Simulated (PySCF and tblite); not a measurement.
Results of a calculation; reference values are marked as such.
# Rotation: stationary points, barriers and rates

System: C₃H₅NO, numbered as in [NH2:1]/[CH:2]=[CH:3]/[CH:4]=[O:5].

Motion: rotation about the C3–C4 bond (torsion C2–C3–C4–O5 from 0° to 179°, rising). Geometries: GFN2-xTB; energies: BHandHLYP/pcSseg-1 + D3(BJ); zero-point and thermal terms from GFN2-xTB harmonic modes (soft modes blended into free rotors). Rate constants are transition-state-theory values, counting equivalent paths, without tunnelling. Shieldings: GIAO at the same DFT level; methyl-like tops are averaged, other torsions stay as in the two minima; line shapes leave out couplings. Programs: tblite and PySCF.

```json
{"point": "start", "symmetry": "Cs", "E(GFN2) kcal/mol": "0.0", "E(DFT) kcal/mol": "0.0", "ZPE change kcal/mol": "0.00", "lowest mode cm⁻¹": "72", "dipole D": "5.36"}
{"point": "saddle", "symmetry": "C1", "E(GFN2) kcal/mol": "11.4", "E(DFT) kcal/mol": "13.9", "ZPE change kcal/mol": "-0.31", "lowest mode cm⁻¹": "292i", "dipole D": "3.69"}
{"point": "end", "symmetry": "C1", "E(GFN2) kcal/mol": "0.3", "E(DFT) kcal/mol": "0.2", "ZPE change kcal/mol": "0.09", "lowest mode cm⁻¹": "144", "dipole D": "6.43"}
```

```
Electronic barrier                                      : 13.9 kcal/mol
Barrier with zero-point energy                          : 13.6 kcal/mol
ΔH‡ (298 K)                                             : 13.1 kcal/mol
ΔS‡ (298 K, symmetry apart)                             : -4.0 cal/(mol K)
Paths                                                   : 2 equivalent paths
End point                                               : a different minimum
Mean lifetime of the start against this motion at 298 K : 2.2 ms
Cost                                                    : 20 s on 1 thread of INTEL XEON PLATINUM 8581C @ 2.30GHz, on a host shared with other jobs (rough), peak memory 0.51 GiB, launched as `OMP_NUM_THREADS=1 python ens_run.py task.json out`
```

| T/K | ΔG‡ kcal/mol | k s⁻¹ | ΔG kcal/mol | k back s⁻¹ |
| --- | --- | --- | --- | --- |
| 150 | 13.8 | 4.5×10⁻⁸ | 0.5 | 1.1×10⁻⁷ |
| 200 | 13.9 | 0.0047 | 0.5 | 0.0088 |
| 250 | 14.1 | 5 | 0.6 | 7.8 |
| 298 | 14.2 | 449 | 0.6 | 623 |
| 350 | 14.4 | 1.4×10⁴ | 0.6 | 1.8×10⁴ |
| 400 | 14.6 | 1.8×10⁵ | 0.7 | 2.1×10⁵ |
| 500 | 15.0 | 6×10⁶ | 0.7 | 6.2×10⁶ |

ΔG and ΔG‡ leave out symmetry numbers and mirror images; rates count paths: 2 out, 1 back.

Sites that the motion interchanges:

| nucleus | site | ppm | scale |
| --- | --- | --- | --- |
| ¹³C | C3 (start) | 103.1 | δ against TMS |
| ¹³C | C3 (end) | 112.0 | δ against TMS |
| ¹³C | C2 (start) | 156.4 | δ against TMS |
| ¹³C | C2 (end) | 161.2 | δ against TMS |
| ¹H | H on C2 (start) | 7.84 | δ against TMS |
| ¹H | H on C2 (end) | 6.79 | δ against TMS |
| ¹H | H on C3 (start) | 5.15 | δ against TMS |
| ¹H | H on C3 (end) | 5.49 | δ against TMS |

| nucleus | sites | ¹H MHz | spread Hz | coalescence K | k there s⁻¹ |
| --- | --- | --- | --- | --- | --- |
| ¹³C | C3 (start) / C3 (end) | 80 | 178 | 291 | 253 |
| ¹³C | C3 (start) / C3 (end) | 500 | 1114 | 316 | 1670 |
| ¹³C | C3 (start) / C3 (end) | 900 | 2005 | 325 | 3070 |
| ¹³C | C2 (start) / C2 (end) | 80 | 96 | 283 | 133 |
| ¹³C | C2 (start) / C2 (end) | 500 | 601 | 307 | 882 |
| ¹³C | C2 (start) / C2 (end) | 900 | 1081 | 316 | 1630 |
| ¹H | H on C2 (start) / H on C2 (end) | 80 | 84 | 282 | 115 |
| ¹H | H on C2 (start) / H on C2 (end) | 500 | 523 | 305 | 771 |
| ¹H | H on C2 (start) / H on C2 (end) | 900 | 941 | 313 | 1400 |
| ¹H | H on C3 (start) / H on C3 (end) | 80 | 27 | 269 | 36 |
| ¹H | H on C3 (start) / H on C3 (end) | 500 | 172 | 290 | 242 |
| ¹H | H on C3 (start) / H on C3 (end) | 900 | 309 | 298 | 444 |

Unscaled ¹⁵N shifts at such levels can be off by tens of ppm; differences are more reliable.
